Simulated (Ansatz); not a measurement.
Geometry optimisation, Ansatz, RKS PBE-D4/def2-SVP.

The input (input.yaml):

```yaml
crystal:
  periodic: [false, false, false]
  atoms:
    - { symbol: "N", position_ang: [-0.913, -0.0813, -1.1023] }
    - { symbol: P, position_ang: [0.5691, -0.2402, -0.4966] }
    - { symbol: "N", position_ang: [0.2228, -1.3235, 0.7213] }
    - { symbol: "N", position_ang: [0.8644, 1.167, 0.3878] }
    - { symbol: H, position_ang: [-1.0347, 0.7671, -1.7392] }
    - { symbol: H, position_ang: [-1.642, 0.0951, -0.3695] }
    - { symbol: H, position_ang: [1.1305, -1.4835, 1.2799] }
    - { symbol: H, position_ang: [0.0493, -2.2129, 0.33] }
    - { symbol: H, position_ang: [0.0781, 1.2647, 1.1487] }
    - { symbol: H, position_ang: [0.7585, 1.9964, -0.1572] }
basis:
  gaussian: { orbitals: def2-SVP }
hamiltonian:
  xc: pbe
  dispersion: d4
relax:
  f_tol: 0.015
  max_steps: 40
```

Command:

```bash
$ ansatz run input.yaml --threads 1 --pin off --max-ram 2048MiB --backend cpu --events-out ev --progress --plain --runs-dir out
```

Question: Where does it end, and by what steps?

Answer: It converged. After 8 steps the energy has fallen by 0.961 eV; H10 moved furthest, 0.52 Å.

| step | energy less start (eV) | largest force component (eV/Å) | accepted |
| --- | --- | --- | --- |
| 0 | 0.0000 | 4.900 | yes |
| 1 | -0.6940 | 2.526 | yes |
| 2 | -0.8577 | 1.065 | yes |
| 3 | -0.9442 | 0.297 | yes |
| 4 | -0.9540 | 0.235 | yes |
| 5 | -0.9604 | 0.084 | yes |
| 6 | -0.9583 | 0.153 | no |
| 7 | -0.9612 | 0.017 | yes |
| 8 | -0.9613 | 0.009 | yes |

```xyz
10
Properties=species:S:1:pos:R:3
N -1.063 -0.130 -1.135
P 0.576 -0.092 -0.590
N 0.266 -1.260 0.691
N 0.870 1.188 0.535
H -1.255 0.401 -1.989
H -1.799 -0.001 -0.427
H 1.120 -1.400 1.246
H 0.006 -2.166 0.280
H 0.167 1.342 1.270
H 1.194 2.067 0.123
```

Run time: 24 s on 1 CPU thread of a shared host.
